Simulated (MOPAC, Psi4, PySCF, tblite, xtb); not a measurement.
Dimer H3N ··· C6H6 (SMILES N and c1ccccc1) at R = 3.25 Å between the centres of mass, closest contact 2.99 Å (lowest of the rigid-body minima from ten starts at GFN2-xTB). Geometry in Å and degrees:

```
C
H 1 1.0825
C 1 1.3904 2 119.97
H 3 1.0825 1 120.02 2 0.00
C 3 1.3904 4 120.02 1 -180.00
H 5 1.0825 3 120.00 4 0.00
C 1 1.3905 2 119.98 3 180.00
H 7 1.0825 1 120.01 2 0.00
C 7 1.3904 8 120.00 1 180.00
H 9 1.0825 7 120.02 8 0.00
C 9 1.3904 10 120.02 7 -180.00
H 11 1.0825 9 119.98 10 0.00
H 11 2.9947 12 100.52 9 -82.82
N 13 1.0136 11 119.46 12 -151.98
H 14 1.0136 13 107.33 11 44.56
H 14 1.0136 15 107.33 13 115.10
```

Methods: GFN2-xTB (tblite); SAPT0/jun-cc-pVDZ, frozen core (Psi4); HF/aug-cc-pVDZ, counterpoise-corrected (Psi4); MP2/aug-cc-pVDZ = Psi4 1.11 with DF-MP2/aug-cc-pVDZ, frozen core, counterpoise-corrected; SCS-MP2/aug-cc-pVDZ = DF-SCS-MP2/aug-cc-pVDZ, frozen core, counterpoise-corrected (Psi4); PM3, restricted, heats of formation (MOPAC); PM6, restricted, heats of formation (MOPAC); GFN1-xTB (xtb); RKS-B3LYP/6-31G* = restricted B3LYP/6-31G*, spherical d, no counterpoise correction in PySCF 2.14.0; RKS-BP86/6-31G* = restricted BP86/6-31G*, spherical d, no counterpoise correction run with PySCF.

What interaction energy does each level give?


| method | E_int / kcal/mol |
|---|---|
| GFN2-xTB | -2.26 |
| PM6 | -1.90 |
| GFN1-xTB | -1.70 |
| MP2/aug-cc-pVDZ | -1.06 |
| SAPT0/jun-cc-pVDZ | -0.84 |
| RKS-B3LYP/6-31G* | -0.52 |
| PM3 | -0.27 |
| SCS-MP2/aug-cc-pVDZ | -0.26 |
| RKS-BP86/6-31G* | -0.03 |
| HF/aug-cc-pVDZ | 2.25 |
